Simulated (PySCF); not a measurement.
**[SiH5]− (SMILES [H][Si-]([H])([H])([H])[H]) at CCSDT(Q)/STO-3G**

What is the energy change on altering one bond length of [SiH5]− at CCSDT(Q)/STO-3G? 

The results are computed with PySCF 2.14.0.

9 further runs of the same task are left out: 9 set aside as unsound or not needed.

### 1 The molecule

[SiH5]− has 6 atoms, charge -1, and is taken as a singlet. SMILES: `[H][Si-]([H])([H])([H])[H]`. The shape is that of a GFN2-xTB optimisation.

Bond lengths: Si1–H2 1.639 Å, Si1–H3 1.644 Å, Si1–H4 1.491 Å, Si1–H5 1.491 Å, Si1–H6 1.491 Å. Angles: H2–Si1–H3 179.9°, H2–Si1–H4 90.0°, H2–Si1–H5 90.0°, H2–Si1–H6 90.1°, H3–Si1–H4 89.9°, H3–Si1–H5 90.0°, H3–Si1–H6 90.0°, H4–Si1–H5 120.1°, H4–Si1–H6 120.0°, H5–Si1–H6 120.0°.

### 2 A single-point energy at CCSDT(Q)/STO-3G

Contents of input.xyz:

```xyz
6

Si    -0.000240     0.000230     0.001470
H     -0.019890    -0.007790     1.639910
H      0.021790     0.007860    -1.642440
H      1.490630     0.011850     0.019200
H     -0.757550     1.285100    -0.002620
H     -0.734730    -1.297250    -0.015520
```

Contents of input.py:

```python
from pyscf import gto, scf, cc

molecule = gto.M(
    atom='input.xyz',
    verbose=3,
    max_memory=1860,
    basis='sto-3g',
    charge=-1,
)

myscf = scf.RHF(molecule)
myscf.conv_tol = 1e-10
myscf.kernel()
if not myscf.converged:
    myscf = myscf.newton().run(myscf.mo_coeff, myscf.mo_occ)

mycc = cc.CCSDT(myscf, frozen=5)
mycc.kernel()
e_bracket, e_q = mycc.ccsdt_q()
etot = mycc.e_tot + e_q
print(f'total energy: {etot:.8f} hartree')
```

Launch:

```console
$ OMP_NUM_THREADS=1 python input.py
```

The program printed:

```text
converged SCF energy = -288.202566137322
_make_eris_incore_RCCSDT

WARN: A large `blksize` is being used, which may cause large memory consumption
      for storing contraction intermediates. If memory is sufficient, consider using
      `pyscf.cc.rccsdt_highm.RCCSDT` instead.

WARN: A large `blksize_oovv` is being used, which may cause large memory consumption
      for storing contraction intermediates. If memory is sufficient, consider using
      `pyscf.cc.rccsdt_highm.RCCSDT` instead.

WARN: A large `blksize_oooo` is being used, which may cause large memory consumption
      for storing contraction intermediates. If memory is sufficient, consider using
      `pyscf.cc.rccsdt_highm.RCCSDT` instead.

RCCSDT converged
E(RCCSDT) = -288.2788277024117   E_corr = -0.07626156508966778
E_corr(same-spin) = -0.00116827307578103
E_corr(oppo-spin) = -0.0750932920138867
_make_eris_incore_RCCSDT
total energy: -288.27879643 hartree
```

Wall time 0.66 s (1 thread of Arm Neoverse V2, shared host); peak memory 0.1 GiB.

### 3 The distorted shape

Contents of run.py:

```python
from pyscf import gto, scf, cc

system = gto.M(
    atom='''
Si      -0.298389      -0.002094      -0.002076
H       -0.318039      -0.010114       1.636364
H       -0.276359       0.005536      -1.645986
H        1.490630       0.011850       0.019200
H       -1.055699       1.282776      -0.006166
H       -1.032879      -1.299574      -0.019066
''',
    charge=-1,
    basis='sto-3g',
    verbose=3,
    max_memory=1860,
)

mf = scf.RHF(system)
mf.conv_tol = 1e-10
mf.kernel()
if not mf.converged:
    mf = mf.newton().run(mf.mo_coeff, mf.mo_occ)

mycc = cc.CCSDT(mf, frozen=5)
mycc.kernel()
e_bracket, e_q = mycc.ccsdt_q()
energy = mycc.e_tot + e_q
print(f'total energy: {energy:.8f} hartree')
```

Launch:

```console
$ OMP_NUM_THREADS=1 python run.py
```

The program printed:

```text
converged SCF energy = -288.169642546688
_make_eris_incore_RCCSDT

WARN: A large `blksize` is being used, which may cause large memory consumption
      for storing contraction intermediates. If memory is sufficient, consider using
      `pyscf.cc.rccsdt_highm.RCCSDT` instead.

WARN: A large `blksize_oovv` is being used, which may cause large memory consumption
      for storing contraction intermediates. If memory is sufficient, consider using
      `pyscf.cc.rccsdt_highm.RCCSDT` instead.

WARN: A large `blksize_oooo` is being used, which may cause large memory consumption
      for storing contraction intermediates. If memory is sufficient, consider using
      `pyscf.cc.rccsdt_highm.RCCSDT` instead.

RCCSDT converged
E(RCCSDT) = -288.2566213264867   E_corr = -0.0869787797990121
E_corr(same-spin) = -0.00143862093775941
E_corr(oppo-spin) = -0.0855401588612527
_make_eris_incore_RCCSDT
total energy: -288.25656123 hartree
```

Run time: 0.66 s. Hardware: 1 thread of Arm Neoverse V2, shared host; peak memory 0.1 GiB.

### 4 Results

Level: CCSDT(Q)/STO-3G, 5 core orbitals frozen.

| quantity | value |
| --- | --- |
| first shape: total energy | -288.27880 Eh |
| first shape: HOMO energy (Hartree–Fock orbitals) | 2.38 eV |
| first shape: LUMO energy (Hartree–Fock orbitals) | 21.53 eV |
| first shape: HOMO–LUMO gap (to an unbound level, set by the basis) | 19.15 eV |
| first shape: correlation energy (5 core orbitals frozen) | -76.2 mEh |
| first shape: T1 diagnostic | 0.007 |
| distorted shape: total energy | -288.25656 Eh |
| distorted shape: HOMO energy (Hartree–Fock orbitals) | 2.16 eV |
| distorted shape: LUMO energy (Hartree–Fock orbitals) | 18.35 eV |
| distorted shape: HOMO–LUMO gap (to an unbound level, set by the basis) | 16.18 eV |
| distorted shape: correlation energy (5 core orbitals frozen) | -86.9 mEh |
| distorted shape: T1 diagnostic | 0.009 |
| energy change with the Si1–H4 bond stretched from 1.491 to 1.789 Å | 0.605 eV |

What this shows: With the Si1–H4 bond stretched from 1.491 to 1.789 Å the energy rises by 0.61 eV (14.0 kcal/mol). The first shape isn't relaxed at this level, so the change isn't measured from a minimum. The minimal basis adds a large error of its own. Mulliken charges (first shape) of the mean-field density run from -0.44 on H3 to +0.73 on Si1; they depend strongly on the basis. The HOMO (first shape) lies at positive energy, 2.38 eV: the electron is unbound at this level or held by a compact basis; values depend on the basis. Mulliken charges (distorted shape) of the mean-field density run from -0.40 on H3 to +0.71 on Si1; they depend strongly on the basis. The HOMO (distorted shape) lies at positive energy, 2.16 eV: the electron is unbound at this level or held by a compact basis; values depend on the basis.
